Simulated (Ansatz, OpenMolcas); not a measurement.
**SiF2 (SMILES F[Si]F): methods side by side**

SiF2 has 3 atoms, charge 0, and is taken as a singlet. As SMILES, `F[Si]F`. Geometry: relaxed at PBE0-D4/def2-TZVP.

```
atom    x (Å)    y (Å)    z (Å)
   F   0.1663   1.2468   0.2294
  Si  -0.5949  -0.0464  -0.3301
   F   0.4286  -1.2004   0.1007
```

Each level gives the energy change with the Si2–F3 bond stretched from 1.602 to 2.402 Å (eV). The values are calculated.

```json
{"level": "HF/STO-3G (restricted)", "kind": "Hartree–Fock", "program": "Ansatz", "value (eV)": "4.93", "less FCI/STO-3G": "+1.74", "CPU time (all runs)": "0.28 s"}
{"level": "revPBE/STO-3G (restricted)", "kind": "GGA", "program": "Ansatz", "value (eV)": "3.06", "less FCI/STO-3G": "-0.13", "CPU time (all runs)": "2.8 s"}
{"level": "B3LYP/STO-3G (restricted)", "kind": "global hybrid", "program": "Ansatz", "value (eV)": "3.66", "less FCI/STO-3G": "+0.47", "CPU time (all runs)": "2 s"}
{"level": "HSE06/STO-3G (restricted)", "kind": "range-separated hybrid", "program": "Ansatz", "value (eV)": "3.80", "less FCI/STO-3G": "+0.61", "CPU time (all runs)": "2.3 s"}
{"level": "wB97M-V/STO-3G (restricted)", "kind": "range-separated hybrid", "program": "Ansatz", "value (eV)": "4.12", "less FCI/STO-3G": "+0.93", "CPU time (all runs)": "26 s"}
{"level": "RPA@PBE/STO-3G (restricted)", "kind": "RPA", "program": "Ansatz", "value (eV)": "2.96", "less FCI/STO-3G": "-0.23", "CPU time (all runs)": "3.9 s"}
{"level": "MP2/STO-3G (restricted)", "kind": "perturbation theory", "program": "OpenMolcas", "value (eV)": "4.04", "less FCI/STO-3G": "+0.85", "CPU time (all runs)": "3.1 s"}
{"level": "BCCD(T)/STO-3G (restricted)", "kind": "coupled cluster or CI", "program": "Ansatz", "value (eV)": "3.27", "less FCI/STO-3G": "+0.08", "CPU time (all runs)": "0.54 s"}
{"level": "FCI/STO-3G", "kind": "exact in the basis", "program": "OpenMolcas", "value (eV)": "3.19", "less FCI/STO-3G": "0.00", "CPU time (all runs)": "24 s"}
```

FCI/STO-3G is exact within its basis and frozen core, so for wave-function methods in that basis the difference is their error; functionals converge differently with the basis, so for them it is only a difference. Spin-restricted single references rise too steeply as a bond breaks, Hartree–Fock most of all. The first shape isn't each level's own minimum. The values span 2.96 to 4.93 eV. All rows use very small basis sets, so even the best lies far from the true value. CPU times are rough (shared hosts, several kinds of processor): they show what a rung costs within a factor of a few.
